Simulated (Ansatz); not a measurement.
`[CH]1=[N][AlH]1`, one more setting.

```yaml
crystal:
  periodic: [false, false, false]
  atoms:
    - {symbol: C, position_ang: [-0.629699, -0.698916, -0.035185]}
    - {symbol: N, position_ang: [0.170209, -0.598846, 0.971666]}
    - {symbol: Al, position_ang: [0.506991, 0.724001, -0.254678]}
    - {symbol: H, position_ang: [-1.411163, -1.459867, -0.163944]}
    - {symbol: H, position_ang: [1.413562, 1.959930, -0.559259]}
basis:
  gaussian: {orbitals: def2-mTZVPP}
hamiltonian: {xc: {name: wB97}}
accuracy: high
```

```sh
$ ansatz run in.yaml --threads 2 --pin off --events-out ev --progress --plain --max-ram 4352MiB
```

Output, abridged:

```
Functional definition: wB97
1491 factors; integrals over basis functions are off by at most 3.4e-9 eV
420 factors; integrals over basis functions are off by at most 1.4e-9 eV
mean field evaluation 1: about -9148.3071 eV, gradient 5.0e1 eV
mean field evaluation 2: about -9145.9794 eV, gradient 6.0e1 eV
mean field evaluation 4: about -9154.1369 eV, gradient 2.9e0 eV
mean field evaluation 8: about -9154.1595 eV, gradient 1.3e-1 eV
mean field evaluation 16: about -9154.1596 eV, gradient 1.2e-4 eV
mean field -9154.15962140 eV, -336.4091611740 hartree, gradient 2.4e-8 eV, S^2 0.000000; 0 other end points of the search recorded, 0 dependent functions left out
reference -9154.15962048 eV, -336.4091611402 hartree; 14, 14 occupied and 61, 61 virtual orbitals, 1491 factors
Total energy: -9154.15962048 eV, -336.4091611402 hartree
```

Run time 7.5 s (2 threads of an Arm Neoverse V1 on a shared host); peak host memory 0.31 GiB.
